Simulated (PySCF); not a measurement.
PH3.
SMILES with atom numbers: `[PH3:1]` (hydrogens: H2, H3, H4 on P1)

A GFN2-xTB structure was refined with PySCF, PBE0-D3(BJ)/def2-SVP geometry optimisation, gas phase. Its GFN2-xTB values:

```
coordinate  GFN2-xTB
     P1–H2   1.387 Å
  H2–P1–H3     92.3°
```

How do these coordinates change at the PBE0-D3(BJ)/def2-SVP level?

```tsv
coordinate	PBE0-D3(BJ)/def2-SVP (Å or °)	change
P1–H2	1.429	+0.042
H2–P1–H3	93.0	+0.7
```

The energy falls by 1.4 kcal/mol over 4 energy and gradient evaluations, the largest force component goes from 0.0277 to 2.9e-05 Eh/bohr, and the atoms move by 0.037 Å rms after alignment. Among the bonds, P1–H2, P1–H3 and P1–H4 change most and about equally (+0.042 Å). Bonds longer at the end by more than 0.005 Å: 3 of 3; shorter: 0. Rotational constants go from 138825, 138807, 125386 to 131443, 131439, 116782 MHz.

The run used 33 basis functions and 20 SCF cycles in all.

Stationary, but not proved a minimum.
